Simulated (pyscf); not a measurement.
Thermochemistry of product channels of HO–SiH₂• on the doublet surface, in eV, from ωB97M-D3(BJ)/def2-TZVP energies (ideal gas, 1 atm, RRHO with modes under 100 cm⁻¹ raised to 100, one conformer, R ln 2 for rigid chiral ones). PySCF, gas phase, ωB97X-D3(BJ)/def2-SVP geometries.

| products | ΔE | ΔH(298 K) | ΔG(600 K) | ΔG(900 K) |
|---|---|---|---|---|
| HO–SiH: [singlet] + H• | +2.45 | +2.28 | +1.68 | +1.37 |
| O=SiH₂ + H• | +2.58 | +2.35 | +1.81 | +1.52 |
| [O=SiH]• + H₂ | +1.69 | +1.48 | +0.79 | +0.44 |

These are energies of the channels, which say nothing of barriers.
